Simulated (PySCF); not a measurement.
# LiS+: from the state search to spectroscopic constants

The task here is to estimate one member of a computed series from the others.

Method: Li def2-TZVP, S def2-TZVP, no relativity; program: PySCF 2.14.0.

The first run:

The job is set up so:

| Property | Result |
| --- | --- |
| atoms | Li, S |
| charge | 1 |
| basis | Li def2-TZVP, S def2-TZVP |
| Hamiltonian | no relativity |
| basis functions | 51 |
| electrons treated | 18 |
| masses in u | 7.0160, 31.9721 |
| levels | PBE0, PBE, r²SCAN, TPSS, MN15, PBEsol, HSE06, HF, MP2, SCS-MP2, CCSD, CCSD(T) |
| grid | 80 radial by 434 angular points |
| occupations | held fixed by the projection of orbital angular momentum |
| dissociation limit | Li+ + S, each in its ground configuration |
| starting distance in angstrom | 2.370 |
| values of 2S to try | 0, 2 |

Command:

```
OMP_NUM_THREADS=1 python dia.py task.json out
```

Among the steps run: Input; First curve: PBE0; Higher solutions at PBE0; PBE (GGA); r²SCAN (meta-GGA); TPSS; MN15; PBEsol (GGA); HSE06; UHF; Adding correlation.

One table of the session follows, with a row left open; its other results are not shown here.

| level | Re (Å) | ωe (cm⁻¹) | De (eV) |
| --- | --- | --- | --- |
| UHF | 2.477 | 344 | 0.76 |
| UHF-MP2 | 2.477 | 338 | 0.74 |
| UHF-SCS-MP2 | 2.479 | 337 | 0.74 |
| UHF-CCSD | 2.474 | 340 | 0.74 |
| UHF-CCSD(T) | 2.475 | 339 | 0.74 |
| PBE | 2.464 | 345 | 0.84 |
| PBEsol | 2.459 | 345 | 0.83 |
| TPSS | 2.457 | 351 | 0.83 |
| r²SCAN | 2.478 | 335 | 0.75 |
| PBE0 | ? | ? | ? |
| HSE06 | 2.452 | 351 | 0.82 |
| MN15 | 2.491 | 321 | 0.73 |

**Question.** Estimate the row for PBE0.

The run gave: Re (Å): 2.449; ωe (cm⁻¹): 353; De (eV): 0.82. In the column «Re (Å)» it is the lowest.
